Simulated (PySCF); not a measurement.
Gas-phase reaction: 2 C2H3Cl + H2 ⇌ Cl2 + C4H8 (cyclic)

Method: PySCF energies (xtb for GFN2) plus ideal-gas RRHO corrections (1 bar). † marks an energy on the PBE0/def2-TZVP geometry and frequencies; other levels use their own. MP2 and CCSD(T) freeze the core. 6-31G* has spherical d functions here. All species are closed-shell singlets. B3LYP is the form with VWN-RPA correlation. MP2 isn't extrapolated to the basis-set limit; its ΔH°(298 K) is -25.2 kJ in def2-SVP and -18.0 kJ in def2-TZVPP. CCSD(T) isn't extrapolated to the basis-set limit. The harmonic model lacks anharmonicity and excited electronic states, which grow with temperature; levels with a mode under 35 cm⁻¹ are left out.

| level | ΔE electronic, kJ | ΔH°(298 K), kJ | ΔS°(298 K), J/K | ΔG°(1600 K), kJ |
|---|---|---|---|---|
| B3LYP/6-31G* | -46 | -11 | -171 | 283 |
| BLYP/def2-TZVP† | -8 | 26 | -171 | 321 |
| CCSD(T)/def2-SVP† | -55 | -21 | -171 | 274 |
| GFN2-xTB | -201 | -159 | -168 | 135 |
| HF/6-31G* | -41 | -6 | -170 | 289 |
| HF/def2-TZVP† | -32 | 2 | -171 | 297 |
| MP2/def2-TZVPP† | -52 | -18 | -171 | 277 |
| PBE/def2-SVP | -68 | -34 | -171 | 258 |
| PBE/def2-TZVP† | -55 | -21 | -171 | 274 |
| PBE0/def2-QZVP† | -76 | -42 | -171 | 253 |
ΔH° is lowest at GFN2-xTB and highest at BLYP/def2-TZVP†. No reference value is set beside these.
